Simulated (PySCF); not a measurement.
Method: B3LYP-D3(BJ)/def2-TZVP (PySCF). Gas-phase values, no solvent. B3LYP has the VWN-RPA correlation part, as in Gaussian. 

Reference species (SMILES): `C(#N)C=C` (neutral, multiplicity 1).

The HOMO–LUMO gap is 6.29 eV and the LUMO is -1.94 eV. The dipole moment comes out as 4.01 D.

After one change: the HOMO–LUMO gap decreases by 2.11 eV; the LUMO falls by 0.41 eV; the dipole moment drops by 2.06 D.

Problem. What was changed between the two runs? The new species is one of these.
A. `C#CN=C`
B. `[H]/N=C\C#C`
C. `C=C=C=N`
D. `N=c1cc1`

Solution. C, `C=C=C=N`
